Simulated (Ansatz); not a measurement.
```yaml
crystal:
  periodic: [false, false, false]
  atoms:
    - {symbol: Al, position_ang: [-1.684624, -0.051860, -0.001096]}
    - {symbol: P, position_ang: [0.616953, 0.017264, 0.000394]}
    - {symbol: B, position_ang: [2.387437, -0.051854, 0.001044]}
    - {symbol: H, position_ang: [0.529610, 1.413886, 0.006022]}
basis:
  gaussian: {orbitals: def2-TZVP}
hamiltonian: {xc: pbe0}
relax: {f_tol: 0.004, max_steps: 80}
```

```sh
$ ansatz run in.yaml --threads 1 --pin off --events-out ev --progress --plain --max-ram 2176MiB
```

Steps of the relaxation (energy above the last step; positions in Å, forces in eV/Å):

```
4
step 1, 272.9 meV
Al   -1.685   -0.052   -0.001   -1.026   -0.132   -0.001
P     0.617    0.017    0.000   -2.059   -0.357   -0.003
B     2.387   -0.052    0.001    2.899   -0.071    0.001
H     0.530    1.414    0.006    0.185    0.560    0.002
```

```
4
step 2, 70.5 meV
Al   -1.777   -0.107   -0.001   -0.275   -0.082    0.000
P     0.599    0.042    0.000   -1.177    0.030    0.000
B     2.429   -0.066    0.001    1.329   -0.067    0.000
H     0.599    1.460    0.006    0.124    0.119    0.001
```

```
4
step 3, 9.1 meV
Al   -1.849   -0.201   -0.002    0.079   -0.006    0.000
P     0.557    0.104    0.001   -0.100    0.265    0.001
B     2.443   -0.106    0.001    0.063   -0.043    0.000
H     0.698    1.530    0.007   -0.043   -0.216   -0.001
```

```
4
step 5, 0.8 meV
Al   -1.815   -0.280   -0.002    0.002   -0.003    0.000
P     0.545    0.204    0.001    0.109   -0.058    0.000
B     2.411   -0.206    0.000   -0.109    0.013    0.000
H     0.709    1.610    0.007   -0.002    0.048    0.000
```

```
4
step 7, 0.0 meV
Al   -1.806   -0.302   -0.002   -0.001    0.000    0.000
P     0.545    0.226    0.001    0.004   -0.002    0.000
B     2.393   -0.228    0.000   -0.002    0.000    0.000
H     0.717    1.632    0.007   -0.001    0.002    0.000
```

```
4
step 8, 0.0 meV
Al   -1.806   -0.302   -0.002    0.000    0.000    0.000
P     0.545    0.226    0.001    0.000    0.000    0.000
B     2.394   -0.229    0.000    0.000    0.000    0.000
H     0.716    1.632    0.007    0.000    0.000    0.000
```

Close pairs at the end: P2–H4 1.417 Å, P2–B3 1.903 Å, Al1–P2 2.410 Å.

A stationary point of restricted PBE0 after 8 steps (its stability towards spin polarisation wasn't tested); no frequencies were run, so it isn't proven a minimum. 13 s on 1 thread of Intel Xeon 6975P-C, shared host.
